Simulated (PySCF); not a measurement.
AlCl₃, SMILES `[Al]([Cl])([Cl])[Cl]`, neutral singlet in the gas phase. 

Z-matrix (Å, degrees):
```
Al
Cl 1 2.0661
Cl 1 2.0661 2 120.00
Cl 1 2.0661 2 120.00 3 -179.92
```
Charge 0, multiplicity 1.

All levels are single points at this geometry (ωB97X-D3(BJ)/def2-TZVP); Pople sets use spherical d functions. Orbital energies aren't observables, and empty levels follow the basis.

```json
[
 {"level": "ωB97X-D3(BJ)/def2-TZVP in PySCF", "HOMO (eV)": "-11.87", "LUMO (eV)": "0.78", "gap (eV)": "12.65", "dipole (D)": "0.00", "vertical IE, Delta-SCF (eV)": "12.06"},
 {"level": "B3LYP/3-21G in PySCF", "HOMO (eV)": "-9.40", "LUMO (eV)": "-2.15", "gap (eV)": "7.25", "dipole (D)": "0.00", "vertical IE, Delta-SCF (eV)": "–"},
 {"level": "BP86/6-31G* in PySCF", "HOMO (eV)": "-8.06", "LUMO (eV)": "-2.28", "gap (eV)": "5.77", "dipole (D)": "0.00", "vertical IE, Delta-SCF (eV)": "–"},
 {"level": "M06-2X/6-31G* in PySCF", "HOMO (eV)": "-10.71", "LUMO (eV)": "-0.75", "gap (eV)": "9.97", "dipole (D)": "0.00", "vertical IE, Delta-SCF (eV)": "–"},
 {"level": "PBE/6-31G* in PySCF", "HOMO (eV)": "-7.96", "LUMO (eV)": "-2.22", "gap (eV)": "5.74", "dipole (D)": "0.00", "vertical IE, Delta-SCF (eV)": "10.89"},
 {"level": "SVWN5/6-31G* in PySCF", "HOMO (eV)": "-8.07", "LUMO (eV)": "-2.46", "gap (eV)": "5.61", "dipole (D)": "0.00", "vertical IE, Delta-SCF (eV)": "11.05"},
 {"level": "HF/3-21G in PySCF", "HOMO (eV)": "-13.18", "LUMO (eV)": "0.98", "gap (eV)": "14.17", "dipole (D)": "0.01", "vertical IE, Delta-SCF (eV)": "–"},
 {"level": "HF/6-31G* in PySCF", "HOMO (eV)": "-12.73", "LUMO (eV)": "1.64", "gap (eV)": "14.36", "dipole (D)": "0.00", "vertical IE, Delta-SCF (eV)": "12.07"},
 {"level": "HF/STO-3G in PySCF", "HOMO (eV)": "-11.15", "LUMO (eV)": "5.78", "gap (eV)": "16.92", "dipole (D)": "0.01", "vertical IE, Delta-SCF (eV)": "–"}
]
```
